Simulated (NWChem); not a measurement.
# A calculation on ethanol (C₂H₆O)

```xyz
9

C     -1.1961     0.1358     0.2499
C      0.0782    -0.4235    -0.3534
O      1.2217     0.3105    -0.0034
H     -2.0803    -0.4258    -0.0899
H     -1.3248     1.1921    -0.0312
H     -1.1730     0.0794     1.3515
H      0.1824    -1.4950    -0.0839
H      0.0180    -0.3878    -1.4531
H      1.3116     0.2790     0.9547
```
Charge 0, spin multiplicity 1.

Program: NWChem. Structure: optimised with PBE0/def2-SVP, a minimum by its harmonic frequencies. It is one conformer; others weren't searched.

Symmetry labels belong to the abelian group C1 used in the runs, with the axes of the coordinates shown.

### Question
List the lowest 4 singlet excitations that CIS/def2-SVP gives, with oscillator strengths.

### Answer
| state | symmetry | energy (eV) | wavelength (nm) | f |
|---|---|---|---|---|
| 1 | a | 9.21 | 135 | 0.002 |
| 2 | a | 10.94 | 113 | 0.022 |
| 3 | a | 11.43 | 108 | 0.046 |
| 4 | a | 11.95 | 104 | 0.004 |
